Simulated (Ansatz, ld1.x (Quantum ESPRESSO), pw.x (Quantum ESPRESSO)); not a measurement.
# technetium: does the TM potential hold in the solid?

```json
{"Element": "technetium (Tc)", "Generator": "ld1.x (Quantum ESPRESSO) 7.5", "Type": "norm-conserving Troullier–Martins (Kleinman–Bylander form)", "Functional": "PBEsol", "Relativity": "scalar-relativistic", "Frozen core": "[Kr]", "Valence charge": "7", "Reference configuration": "4d6 5s1 5p0", "Partial waves": "5s (bound): rc 2.05 bohr; 4d (bound): rc 2.35 bohr; 5p (bound, empty): rc 3.75 bohr", "Local potential": "the p channel", "Core correction": "Bessel-smoothed model core inside 1.30 bohr"}
```

Atomic tests: cutoffs needed: 35 Ry and 45 Ry (the cutoffs (Ry, on a coarse ladder) from which the occupation-weighted sum of valence levels, in a spherical-Bessel basis at the reference potential, stays within 10 and 1 mRy of its value at 400 Ry); ghost test: no extra level below or beside the all-electron valence levels (s, d, p, f tested) (spherical-Bessel basis up to 400 Ry, 20 bohr box); configuration tests: 1 of 7 tests not solved or not reliable.

Crystal test: diamond Tc in pw.x 7.5, no spin, 8³ k-points, Fermi–Dirac smearing 0.01 Ry, cutoffs 55/220 Ry. The reference is all-electron LAPW (Ansatz 0.2.0) with the same functional, mesh and smearing; V0 and B0 come from Birch–Murnaghan fits to the pressures at five volumes. Errors are pseudo minus all-electron; Δ is the rms difference of the E(V) curves that follow from these fits, minima aligned, over ±6 % about the mean V0. Mesh and smearing are coarse, so the numbers serve the comparison and aren't converged zero-temperature values; the lattice is a test structure that the element need not adopt.

| V (Å³/atom) | P all-electron (GPa) | P pseudo (GPa) |
| --- | --- | --- |
| 19.515 | 9.54 | 42.14 |
| 20.028 | 4.51 | 33.66 |
| 20.542 | 0.10 | 26.26 |
| 21.056 | -3.77 | 19.80 |
| 21.569 | -7.15 | 14.16 |

All-electron: a0 = 5.478 Å (V0 = 20.55 Å³/atom), B0 = 164.5 GPa.

Pseudopotential: mean pressure error (GPa): +26.56. The pressure does not cross zero within the volumes sampled, so no fit is given. The largest radius (3.75 bohr) exceeds half the bond length (2.24 bohr), so the spheres overlap, which is one possible source of error among others. This is a poor potential for the solid. Atomic configuration tests: 1 of 7 tests not solved or not reliable.

Q: At the middle volume, how do free energy and pressure move when the wave cutoff is lowered (ecutrho kept at four times it)?

A:

```json
{"cutoff (Ry)": "25", "shift of F (meV/atom)": "+1944.9", "shift of P (GPa)": "-72.89"}
{"cutoff (Ry)": "33", "shift of F (meV/atom)": "+158.8", "shift of P (GPa)": "-10.01"}
{"cutoff (Ry)": "44", "shift of F (meV/atom)": "+9.6", "shift of P (GPa)": "+0.16"}
```

The run at the middle volume (29 k-points, 9 iterations) took about 20 s on one core of a shared host (Neoverse-N1, 64 threads, 124 GiB, load 52).
